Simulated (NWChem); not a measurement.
**Polarisability of hydrogen chloride (HCl)**

```xyz
2

Cl     0.0000     0.0000     0.0716
H      0.0000     0.0000    -1.2180
```
Charge 0, spin multiplicity 1.

Everything below was run with NWChem. All single points use one geometry, from B3LYP/def2-SVP, a minimum by its harmonic frequencies.

Basis set: def2-SVPD. Static limit.

The correlated methods keep 5 core orbitals frozen. B3LYP has NWChem's definition, with VWN1-RPA local correlation. No row is a measurement; the coupled-cluster row has its own basis-set and correlation limits.

```
method                isotropic polarisability (bohr³)
--------------------  --------------------------------
HF                                               16.39
PBE                                                [?]
B3LYP                                            17.50
BHandHLYP                                          [?]
CCSD linear response                               [?]
```

Q: Complete the blanks.

A: 
- PBE, isotropic polarisability (bohr³): 17.88
- BHandHLYP, isotropic polarisability (bohr³): 16.89
- CCSD linear response, isotropic polarisability (bohr³): 17.14
